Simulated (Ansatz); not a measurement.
Ansatz input wanted

BH2Cl+: 4 atoms, total charge +1, spin state doublet. SMILES of the parent species: `BCl`. The shape is that of a PBE0-D4/def2-TZVP optimisation. That shape belongs to the parent species and isn't relaxed for this state.

```xyz
4

B    -0.1167    0.0217   -0.0753
Cl    1.3650   -0.3953    0.7212
H    -1.1062   -0.5595    0.2404
H    -0.0866    0.8728   -0.9066
```

Settings wanted:

| Setting | Value |
| --- | --- |
| basis set | def2-TZVP |
| core potential | none |
| task | energy |
| method | DFT |
| functional | B2PLYP |
| reference | UKS |
| relativity | none |
| accuracy | high |
| frozen core orbitals | 6 |
| start density | atoms |

Write the Ansatz 0.2.0 input and the command.

This one ran through:

molecule.yaml:
```yaml
crystal:
  periodic: [false, false, false]
  atoms:
    - symbol: B
      position_ang: [-0.116700, 0.021700, -0.075300]
    - symbol: Cl
      position_ang: [1.365000, -0.395300, 0.721200]
    - symbol: H
      position_ang: [-1.106200, -0.559500, 0.240400]
    - symbol: H
      position_ang: [-0.086600, 0.872800, -0.906600]
basis:
  gaussian:
    orbitals: def2-TZVP
accuracy: high
total_charge: 1
hamiltonian:
  xc: {name: B2PLYP}
correlation:
  frozen_orbitals: {B: 1, Cl: 5, H: 0}
output: {orbitals: {seedname: orbitals}}
magnetization:
  spin_polarized: true
  initial_magnetization: 1
```

```bash
$ ansatz run molecule.yaml --threads 1 --pin off --max-ram 3480MiB --events-out events.jsonl --progress --plain --runs-dir runs
```

Calculated total energy: -485.70789 Eh.
